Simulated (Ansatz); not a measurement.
# BHOSi: the cost of one run

Program: Ansatz 0.2.0, Gaussian basis. Level of theory: def2-TZVPP, core rule «outside noble gas», up to 7 orbitals frozen. These are calculated values, not measurements.

Plan: UHF; ROHF; CCSD(T) on UHF.

2 further runs of the same task are left out: 2 set aside as unsound or not needed.

## Step 1: What is computed

The geometry is a PBE0/def2-TZVP stationary point (not a proven minimum) of the parent state, kept for this charge and spin.

4 atoms, charge 0, spin multiplicity 5.

Atoms are counted from 1 here; the program's logs count them from 0.

Bond lengths: B1–Si2 1.800 Å, B1–H4 1.175 Å, Si2–O3 1.513 Å. Angles: Si2–B1–H4 180.0°, B1–Si2–O3 180.0°.

## Step 2: UHF

Input file in.yaml:

```yaml
crystal:
  periodic: [false, false, false]
  atoms:
    - {symbol: B, position_ang: [0.000000, 0.000000, 0.984275]}
    - {symbol: Si, position_ang: [0.000000, 0.000000, -0.815325]}
    - {symbol: O, position_ang: [0.000000, 0.000000, -2.328425]}
    - {symbol: H, position_ang: [0.000000, 0.000000, 2.159475]}
basis:
  gaussian: {orbitals: def2-TZVPP}
magnetization: {spin_polarized: true, initial_magnetization: 4}
hamiltonian: {xc: hf}
output: {orbitals: {seedname: orbitals}}
```

Started as:

```bash
> ansatz run in.yaml --threads 1 --pin off --events-out ev --progress --plain --max-ram 4096MiB --backend cpu
```

**Question.** How long does this run take on 1 thread of AMD EPYC 7R13, shared host, and how much memory does it need?

About 7 s, with a peak of 0.27 GiB.
